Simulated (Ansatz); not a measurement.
Grey tin (α-Sn)

Calculation: r²SCAN0 (PAW; Ansatz, a quantum-chemistry and plane-wave program).

Run with plane-wave cutoff 520 eV, 8×8×8 k mesh, Fermi–Dirac smearing 0.01 eV, scalar-relativistic PAW data made under PBE.

Cell: relaxed at this level.

```json
{
  "equilibrium_volume_per_atom": "34.38 Å³/atom",
  "bulk_modulus": "48.4 GPa",
  "lattice_parameter_a": "6.503 Å",
  "band_gap": "0.45 eV (on the SCF k mesh)",
  "width_of_the_whole_s_p_valence_band": "12.24 eV"
}
```

Measured, for comparison: band gap 0 eV (temperature not stated, no zero-point or thermal correction; as tabulated in Das et al. (2018), arXiv:1807.05623); equilibrium volume per atom 33.97 Å³/atom, lattice constant a 6.477 Å (static lattice: zero-point anharmonic expansion removed; as tabulated in Mejia-Rodriguez and Trickey (2018), arXiv:1807.09216); bulk modulus 42.8 GPa (0 K value with the zero-point phonon effect removed; as tabulated in Mejia-Rodriguez and Trickey (2018), arXiv:1807.09216). Computed (rounded) less measured: equilibrium volume per atom +1.2 %, bulk modulus +13 %, lattice constant a +0.4 %.

Spin–orbit coupling is not included.
